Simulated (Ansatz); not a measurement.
Tetradymite Bi2Se3 was calculated with r²SCAN+rVV10 in Ansatz (PAW).

Settings: plane-wave cutoff 600 eV, 12×12×12 k mesh, finite displacements, scalar-relativistic PAW data made under PBE.

Computed at the level's own relaxed cell.

```xyz
5
Lattice="2.0722 1.1964 9.7634 -2.0722 1.1964 9.7634 0.0000 -2.3927 9.7634" Properties=species:S:1:pos:R:3 pbc="T T T"
Bi     0.0000     0.0000    17.5935
Bi     0.0000     0.0000    11.6969
Se     0.0000     0.0000     0.0000
Se     0.0000     0.0000    23.0138
Se     0.0000     0.0000     6.2765
```

Harmonic phonon frequencies (cm⁻¹; i marks an imaginary mode; at Γ without the LO shift):

```tsv
q point	frequencies
Γ	0 0 0 40 40 73 77 77 136 136 137 137 149 170 183
```

Ansatz is a quantum-chemistry and plane-wave program.
